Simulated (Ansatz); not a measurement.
A made-up structure of CH4AlO (charge +1), closed shell:

| atom | x (Å) | y (Å) | z (Å) |
| --- | --- | --- | --- |
| O1 | -1.3395 | -0.7744 | -0.1961 |
| C2 | -0.3950 | -0.0005 | -0.5225 |
| Al3 | 1.1511 | 0.3470 | 0.8177 |
| H4 | -2.0427 | -0.9034 | -0.8644 |
| H5 | 1.8323 | 0.2584 | 2.1736 |
| H6 | 0.8125 | 1.5891 | 1.7052 |
| H7 | 2.2943 | -0.6950 | 0.5891 |

It is relaxed with PBE-D4/def2-SVP and then PBE0-D4/def2-TZVP (Ansatz 0.2.0). Atoms count as bonded within 1.22 times the sum of their covalent radii (H–H: 0.88 Å). The end point is not checked to be a true minimum.

(1) Does its bonding change? (Judge from chemistry; the calculation decides.)

Results:

(1) The calculation gives: Yes. Formed: C2–H6; broken: Al3–H6.

Where it ends: The first stage lowers the energy by 4.76 eV in 25 steps. It ends as CH₄AlO ([OH][CH][AlH2]), total charge +1:
```xyz
7
angstrom
O -1.2669 0.0457 -0.2173
C -0.4508 -0.0095 0.7450
Al 1.6284 -0.0742 0.8412
H -0.8701 0.0611 -1.1080
H 2.1897 1.3806 0.9565
H -1.0279 -0.0214 1.6819
H 2.1105 -1.5611 0.8032
```

Labels in which every atom is bracketed show which atoms are joined, not bond orders.

For scale, one of the runs: PBE0-D4/def2-TZVP relaxation, 123 basis functions, launched by `ansatz run in.yaml --threads 2 --pin off --events-out ev --progress --plain --max-ram 4352MiB`. Hardware: 2 CPU threads of an AMD EPYC 7B13, shared host. Wall time about 11 s.
